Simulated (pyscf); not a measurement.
C₃H₃N (SMILES N=c1cc1) -> H₂C=CH–C≡N (SMILES C=CC#N) (rearrangement; singlet surface; C–C, H–N broken, C–H formed). Optimised with ωB97X-D3(BJ)/def2-SVP in PySCF. MP2 and CC: frozen core, UHF for open shells. ΔMP2 is the change of the MP2 total energy from the triple- to the quadruple-zeta basis. Energies in kJ/mol from the reactant's lowest minimum found.

| level | barrier | reaction energy |
|---|---|---|
| r²SCAN/def2-TZVP | 264.9 | -181.3 |
| B3LYP-D3(BJ)/def2-TZVP | 262.4 | -200.3 |
| PBE0-D3(BJ)/def2-TZVP | 276.6 | -173.3 |
| M06-2X/def2-TZVP | (withheld) | -182.4 |
| MP2/def2-QZVPP | 274.6 | -206.4 |
| CCSD(T)/def2-TZVPP | 259.0 | -213.4 |
| CCSD(T)/def2-TZVPP + ΔMP2(QZVPP) | (withheld) | (withheld) |

**Question.** What belongs in the gaps?

**Answer.** 
- M06-2X/def2-TZVP, barrier: 278.5
- CCSD(T)/def2-TZVPP + ΔMP2(QZVPP), barrier: 261.5
- CCSD(T)/def2-TZVPP + ΔMP2(QZVPP), reaction energy: -208.6

This is the saddle that the search found; another between the same sides may lie lower. The CCSD(T) − MP2 part came from Ansatz, without density fitting, on the same reference.
